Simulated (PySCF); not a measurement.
# AlS−: from the state search to spectroscopic constants

Aim: find the lowest electronic state of AlS−, scan its bond at several levels of theory, and get bond length, wavenumber and dissociation energy from each curve.

The runs use PySCF 2.14.0; Al aug-pcseg-1, S aug-pcseg-1, no relativity.

1 further run of the same task is left out (set aside as unsound or not needed).

### 1 Set-up

A driver script around PySCF takes these settings:

- atoms: Al, S
- charge: -1
- basis: Al aug-pcseg-1, S aug-pcseg-1
- Hamiltonian: no relativity
- basis functions: 54
- electrons treated: 30
- masses in u: 26.9815, 31.9721
- levels: PBE0, PBE, r²SCAN, MN15, PBEsol, B3LYP, ωB97X, HF, MP2, SCS-MP2, CCSD, CCSD(T)
- grid: 80 radial by 434 angular points
- occupations: held fixed by the projection of orbital angular momentum
- dissociation limit: Al + S−, each in its ground configuration
- starting distance in angstrom: 2.280
- values of 2S to try: 0, 2

Launch:

```console
$ OMP_NUM_THREADS=1 python dia.py task.json out
```

The runs that follow: The PBE0 curve of the state that the search chose; PBE; r²SCAN; MN15 (hybrid meta-GGA); PBEsol (GGA); B3LYP (global hybrid GGA); ωB97X (range-separated hybrid); RHF; MP2 and coupled cluster.

Q: Predict the outcome of this session. Wanted: for each run, Re; ωe; De; μ.

The runs gave:

Lowest PBE0 solution found, without spin–orbit coupling: ¹Σ⁺ (singlet), closed shell.

| level | Re (Å) | ωe (cm⁻¹) | De (eV) | μ (D) |
| --- | --- | --- | --- | --- |
| RHF | 2.093 | 597 | 3.49 | -0.59 |
| RHF-MP2 | 2.114 | 567 | 4.72 | n/a |
| RHF-SCS-MP2 | 2.115 | 567 | 4.56 | n/a |
| RHF-CCSD | 2.112 | 571 | 4.38 | n/a |
| RHF-CCSD(T) | 2.120 | 558 | 4.52 | n/a |
| PBE | 2.125 | 542 | 4.78 | -0.11 |
| PBEsol | 2.116 | 550 | 5.04 | -0.03 |
| r²SCAN | 2.107 | 566 | 4.83 | 0.02 |
| B3LYP | 2.115 | 554 | 4.47 | -0.45 |
| PBE0 | 2.103 | 571 | 4.69 | -0.25 |
| MN15 | 2.089 | 580 | 4.94 | -0.42 |
| ωB97X | 2.089 | 592 | 4.65 | -0.49 |

De is counted to Al + S− in their ground configurations. A positive dipole points from Al to S; in an ion it is taken about the centre of mass and does not tell which atom is negative.

**Reading.** The methods spread over 0.036 Å in bond length, from ωB97X to PBE. Of the levels with a De here, RHF gives the least (3.49 eV) and PBEsol the most (5.04 eV).

Correlated steps freeze 10 core orbitals. T1 is 0.023 near the minimum (highest on the curve 0.035), which may point to more than one leading configuration.
